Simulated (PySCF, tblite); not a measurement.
**Complex of Li+ and 4 × water**

A gas-phase complex of Li+ and 4 × water; charge +1, singlet. The structure comes from a short search (6 tight-binding starts) and was relaxed by PBE0-D3(BJ)/def2-SVPD; another way of binding may lie lower. No frequency run checks that it is a minimum.

```tsv
part	name	SMILES	atoms	charge	multiplicity
1	Li+	[Li+]	1	+1	1
2	water	O	2–4	0	1
3	water	O	5–7	0	1
4	water	O	8–10	0	1
5	water	O	11–13	0	1
```

```tsv
atom	part	x (Å)	y (Å)	z (Å)
Li1	1	1.310	0.849	-0.647
O2	2	1.536	-0.546	0.687
H3	2	2.222	-0.577	1.361
H4	2	1.042	-1.367	0.771
O5	3	-0.251	1.918	-0.221
H6	3	-0.464	2.799	-0.541
H7	3	-0.923	1.699	0.432
O8	4	2.854	2.023	-0.699
H9	4	3.129	2.684	-0.058
H10	4	3.480	2.078	-1.428
O11	5	1.088	0.009	-2.382
H12	5	1.595	-0.712	-2.766
H13	5	0.363	0.183	-2.991
```

```tsv
contact	kind (by geometry)	distance (Å)	angle (°)
Li1···O5	ion contact	1.940	-
Li1···O11	ion contact	1.940	-
Li1···O8	ion contact	1.941	-
Li1···O2	ion contact	1.943	-
```

Interaction energies are complex less parts, with the parts frozen as they stand in it; counterpoise-corrected, in kcal/mol (PySCF).

(1) Give the interaction energy at each level run.

(2) What holds them together? Decompose the wB97M-D3(BJ)/def2-TZVPD energy: frozen parts, their antisymmetrised product, then relaxation.

The parts were also relaxed and run alone, at the levels used for the complex: shieldings by PBE0/pcSseg-2; core levels by delta-SCF with SCAN, pcX-2 on the ionised atom and pcseg-1 elsewhere, spin-free X2C.

Values alone: shielding of Li1 (ppm): 95.2; shielding of O5 (ppm): 328.9; shielding of O11 (ppm): 328.9; O5 1s core level (eV): 539.76; O8 1s core level (eV): 539.76.

(3) How do these values change when the complex forms?

## Answers

(1) 
| level | interaction | superposition error removed |
| --- | --- | --- |
| wB97M-D3(BJ)/def2-TZVPD | -105.80 | -0.28 |
| PBE0-D3(BJ)/def2-TZVPD | -106.47 | -0.27 |

(2) electrostatic -107.8, Pauli repulsion +33.1, orbital relaxation -27.8, dispersion correction -3.7 kcal/mol, which sum to the value before the counterpoise correction; the Pauli term holds the exchange-correlation of the frozen density too. Of the attraction, 77 % is electrostatic, 20 % is orbital relaxation, 3 % is dispersion correction.

(3) 
| property | alone | in the complex | change |
| --- | --- | --- | --- |
| shielding of Li1 (ppm) | 95.2 | 90.7 | -4.5 |
| shielding of O5 (ppm) | 328.9 | 324.7 | -4.1 |
| shielding of O11 (ppm) | 328.9 | 324.9 | -4.0 |
| O5 1s core level (eV) | 539.76 | 544.44 | +4.68 |
| O8 1s core level (eV) | 539.76 | 544.45 | +4.69 |
